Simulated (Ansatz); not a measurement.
`[OH][Al][OH]` radical, relaxed with UKS PBE-D4/def2-SVP in the Gaussian-basis code of Ansatz from a rough embedded geometry. The force threshold is 0.03 eV/Å; the program also tests the step.

Total charge 0; spin multiplicity 2.

Start:

```xyz
5

O     0.119    1.115   -1.156
Al   -0.852    0.014   -0.169
O    -0.312   -0.394    1.509
H     0.803    0.492   -1.608
H     0.241   -1.226    1.424
```

(1) By how much does the energy fall, and how many steps does the optimiser take? (An estimate is asked.)

(2) Which bonds change most? (Best estimate.)

(3) Give the relaxed structure. (Estimate.)

## Answers

(1) Computed: 0.50 eV, in 10 steps.

(2) Computed: Al2–O3 from 1.809 to 1.732 Å; O1–H4 from 1.030 to 0.973 Å; O1–Al2 from 1.769 to 1.724 Å; O3–H5 from 1.002 to 0.972 Å.

(3) The calculation gave: 
```xyz
5

O    -0.069    0.837   -1.434
Al   -0.802   -0.002   -0.119
O     0.192   -0.654    1.142
H     0.898    0.944   -1.475
H    -0.220   -1.125    1.886
```
